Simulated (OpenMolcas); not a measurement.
**Potential curves of SiB: spin-free states**

Calculated with OpenMolcas 26.06: state-averaged CASSCF(7,8) over Si 3s 3p, B 2s 2p, XMS-CASPT2 (IPEA 0.25, imaginary shift 0.2 hartree), scalar X2C, ANO-RCC-VTZP, then RASSI spin–orbit state interaction with atomic mean-field integrals. C2 symmetry about the axis (a holds Σ, Δ, Γ; b holds Π, Φ, H; Σ⁺ and Σ⁻ are not told apart); roots by multiplicity and irrep: 4a 5, 2b 6, 2a 7, 4b 4, 6b 2.

XMS-CASPT2 energies in eV from the lowest point. Curves are followed by energy order within each symmetry, so they are adiabatic and may change character at avoided crossings; Σ⁺ and Σ⁻ are counted together.

```
R (Å)  (1)4Σ  (2)2Σ  (1)4Δ  (3)4Σ  (1)6Π
1.652  0.891  2.282  5.443  5.578  4.876
1.748  0.310  1.619  4.352  4.479  4.228
1.835  0.064  1.302  3.691  3.811  3.919
1.921  0.000  1.162  3.257  3.367  3.794
2.017  0.070  1.169  2.966  3.068  3.804
2.113  0.235  1.280  2.816  2.949  3.916
2.248  0.547  1.535  2.761  3.131  4.180
2.421  0.994  1.931  2.833  3.373  4.593
2.689  1.647  2.531  3.036  3.535  5.226
3.074  2.377  3.116  3.247  3.538  5.954
3.650  2.947  3.344  3.371  3.451  6.546
```

Problem. With masses 27.977 and 11.009 u, fit the curves (1)4Σ, (1)6Π near their minima.

Solution. At XMS-CASPT2, Te from the lowest curve (the fit fixes ωe to a per cent or two; the method's Re and ωe can be off by some per cent):

```
curve  Te (cm⁻¹)  Re (Å)  ωe (cm⁻¹)
(1)4Σ          0   1.917      754.6
(1)6Π      30510   1.960      699.4
```

Left out for impure symmetry, kinks or missing points, though low: (1)2Π, (1)2Σ, (1)2Δ, (1)4Π, (3)2Σ, (2)2Π, (3)2Π, (2)4Σ, (2)4Π, (4)2Σ, (5)2Σ, (2)2Δ. Only roots inside an energy window near the equilibrium distance were included, so the list of states is not complete; labels number the states computed. Each spin and symmetry block has orbitals of its own, averaged over its own roots, so gaps between blocks are less sure than gaps within one and near the minimum can be off by tenths of an eV, in bad cases by more. No Rydberg orbitals are active, so Rydberg states, and σ→σ* states whose orbital the CASSCF left unused, can be missing between those listed. CASPT2 splits the two components of degenerate states numerically, here by up to 225 cm⁻¹. At stretched bonds a block can hold a wrong CASSCF solution and miss its lowest state; points past a visible jump are left out. No roots were computed in block 6a (none fell in the window or the block failed), so states of that kind are missing and can lie low or lowest. Points that failed a check (symmetry, reference weights, a jump) are left out.
